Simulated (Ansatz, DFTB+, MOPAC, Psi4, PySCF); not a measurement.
Reaction (SMILES): CC(=C)C + 4 [H][H] (H2) -> 4 C (CH4)

Quantity: energy of full hydrogenation (enthalpy at 298 K), in kcal/mol. Set-up: six Cartesian d functions in 6-31G* and its kin unless marked 5d; no spin-orbit coupling; non-relativistic; 6-311+G** with 5d; SCC-DFTB with the Slater-Koster set that CP2K ships; LANL2DZ all-electron up to Ne; dispersion terms only where a functional's name holds one; valence correlation only. Basis-set limits of correlation are two-point, X^-3; Hartree-Fock from the larger set. The bracket is a focal-point correction in the basis named. Ab initio and DFT and DFTB rows: single points at B3LYP-D3(BJ) geometries (Ansatz, a first-principles code), with unscaled harmonic terms from B3LYP/6-31G* at its own minima. Semi-empirical rows: MOPAC heats of formation at their own minima for 298 K.

Measured values: Active Thermochemical Tables 1.112 (ions: stationary electron), as tabulated in the package chemicals; they hold spin-orbit and core effects, anharmonicity. 

Value to compare with, the measured value: -67.0 kcal/mol.

```csv
level,program,energy of full hydrogenation (enthalpy at 298 K) (kcal/mol),error
AM1,MOPAC,-13.2,53.8
MNDO,MOPAC,-48.7,18.3
SCC-DFTB,DFTB+,-189.2,-122.2
BP86/6-31G* (5d),PySCF,-69.1,-2.1
B3LYP/LANL2DZ,Ansatz,-80.7,-13.7
B3LYP/6-31G*,Ansatz,-73.3,-6.3
wB97X-D/6-311+G**,Psi4,-71.8,-4.8
B3LYP/def2-TZVPD,Ansatz,-70.8,-3.8
M06-2X/def2-TZVPD,PySCF,-64.7,2.3
wB97X-V/def2-TZVPD,Ansatz,-69.5,-2.5
"RI-MP2/CBS(cc-pVTZ,cc-pVQZ)+[CCSD(T)-MP2]/cc-pVTZ",Ansatz,-66.8,0.2
```

Among the 7 habitual levels, SCC-DFTB lies farthest from the measured value (-122.2 kcal/mol) and BP86/6-31G* (5d) nearest (-2.1); 2 of 7 lie above it, and their mean absolute error is 31.6 kcal/mol, the median 13.7. One case shows no general order.

The levels are drawn from those run, B3LYP/6-31G* more often than the rest, none by its result; runs whose electronic state is in doubt are left out.
